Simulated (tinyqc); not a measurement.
Worked calculation: RKS/LDA (VWN5) in the sto-6g basis, for H2O, spin multiplicity 1. Computed by tinyqc, a small Python program that keeps every step (integrals from PySCF). Settings: charge = 0, multiplicity = 1, basis = sto-6g, energy threshold = 1e-10, iteration cap = 57, orthogonalisation = symmetric, start = random, DIIS depth = 0, method = RKS, functional = lda,vwn, grid = [10, 86]. Command: `OMP_NUM_THREADS=1 python tinyqc.py 31150 31151 out.jsonl` (the two numbers bound the seeds that draw the settings). One thread of a shared host (Intel(R) Xeon(R) Processor @ 2.60GHz), about 0.6 s of CPU time with the checks.

Geometry (angstrom):
```
atom,x,y,z
O,0.000000,0.000000,0.000000
H,0.000000,0.750000,0.629000
H,0.000000,-0.750000,0.629000
```

Stop when the energy changes by less than 1e-10 hartree and every element of the error matrix X^T (F D S - S D F) X is below 3e-06.

Course of the cycle:
```
iteration,E (hartree),change,largest element of the error matrix
1,-60.96104817,-,1.22e+01
2,-74.67469248,-1.37e+01,6.40e-01
3,-74.86076299,-1.86e-01,6.25e-01
4,-75.01250352,-1.52e-01,5.57e-01
5,-75.02082163,-8.32e-03,5.52e-01
6,-75.09840758,-7.76e-02,5.15e-01
7,-75.08372432,1.47e-02,5.19e-01
8,-75.13679543,-5.31e-02,4.93e-01
9,-75.11470063,2.21e-02,5.01e-01
10,-75.15685309,-4.22e-02,4.81e-01
11,-75.13161761,2.52e-02,4.91e-01
12,-75.16815613,-3.65e-02,4.74e-01
13,-75.14137805,2.68e-02,4.85e-01
14,-75.17479459,-3.34e-02,4.69e-01
...,...,...,...
44,-75.18517120,-2.88e-02,4.62e-01
45,-75.15638590,2.88e-02,4.75e-01
46,-75.18517439,-2.88e-02,4.62e-01
47,-75.15638876,2.88e-02,4.75e-01
48,-75.18517639,-2.88e-02,4.62e-01
49,-75.15639054,2.88e-02,4.75e-01
50,-75.18517764,-2.88e-02,4.62e-01
51,-75.15639166,2.88e-02,4.75e-01
52,-75.18517841,-2.88e-02,4.62e-01
53,-75.15639235,2.88e-02,4.75e-01
54,-75.18517890,-2.88e-02,4.62e-01
55,-75.15639279,2.88e-02,4.75e-01
56,-75.18517920,-2.88e-02,4.62e-01
57,-75.15639306,2.88e-02,4.75e-01
```

Can the last value be used, and what does the course show?

Not by the stop rule. Not converged within the cap of 57 iterations: the residual has stopped falling: the iteration swings between two states. Reruns (cap 100 unless said): DIIS 8: converged in 10; damping 0.5: converged in 38; level shift 0.5: converged in 16; atomic densities as start, DIIS 8: converged in 7; the original settings with a cap of 400: not converged. PySCF RKS in the same basis, fine grid = -75.45541091 hartree, which differs from a converged run on this coarse grid by the grid error.
